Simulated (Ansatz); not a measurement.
SiP⁺, quintet: the ladder up to full CI

Geometry: that of the SiP⁺, triplet, kept fixed. The singlet lies 1.1 eV lower here.

```xyz
2

Si    0.0000    0.0000    0.0000
P     0.0000    0.0000    2.2166
```

Basis cc-pVDZ; Ansatz 0.2.0. Only valence electrons are correlated (noble-gas cores frozen), which leaves 8 electrons in 26 orbitals. Prefix R: restricted or restricted open-shell reference; prefix U: unrestricted. Active spaces: valence = (8e, 8o) chosen from the atoms' valence shells.

Full CI is exact within this basis and frozen core; it isn't the basis-set limit. The frozen core follows each run's orbitals, which can shift R against U totals by a few meV.

For open shells CISD and CISDTQ are restricted-active-space CI with the open shells as a complete middle space.

The UHF ⟨S²⟩ is 6.019. The T1 diagnostic (RCCSD) is 0.0246 and the largest doubles amplitude (RCCSD) is 0.084. The T1 diagnostic (UCCSD) is 0.0252.

```csv
level,E − E(full CI) (kcal/mol),share of correlation (%),wall time
RHF,99.85,0.00,–
UHF,96.21,3.64,–
RMP2,23.71,76.26,–
UMP2,24.65,75.31,–
CISD,7.56,92.43,1.6 s
RCCSD,4.27,95.72,–
UCCSD,4.19,95.80,–
RCCSD(T),1.03,98.97,1.9 s
UCCSD(T),1.03,98.97,1.4 s
BCCD(T),1.04,98.96,1.4 s
RCCSDT,0.25,99.75,–
UCCSDT,0.24,99.76,–
CISDTQ,0.14,99.86,13 s (H100)
RCCSDT(Q),0.03,99.97,5 s
UCCSDT(Q),0.02,99.98,4.6 s
RCCSDTQ,0.00,100.00,14 s (H100)
UCCSDTQ,0.00,100.00,17 s (H100)
CASSCF (valence space),74.79,25.09,–
NEVPT2 (valence space),17.92,82.05,1.9 s
MRCISD (valence space),5.19,94.80,–
MRCISD+Q (valence space),-0.36,100.36,2.4 s
```

The correlation energy at full CI, counted from RHF, is -4.330 eV. That run took 29 s on 2 threads of AMD EPYC 7R13 with a shared H100 80 GB, shared host over 18,705,764 determinants.

Times hold each run's SCF and search for its determinant on a shared host, so for small cases they say little of a method's own cost; rows without a card ran on 1 thread of AMD EPYC 7R13.

Not variational, and here over 5 meV under the exact energy: MRCISD+Q (valence space).

The full-CI state has the irrep B2 of C2v, in the program's axes (one component, if the state is degenerate).

Natural occupations of full CI about the gap: 1.949 1.899 0.997 0.992 0.980 0.980 0.051 0.038 0.018 0.013; effectively unpaired electrons, Σ n²(2−n)², 4.07.
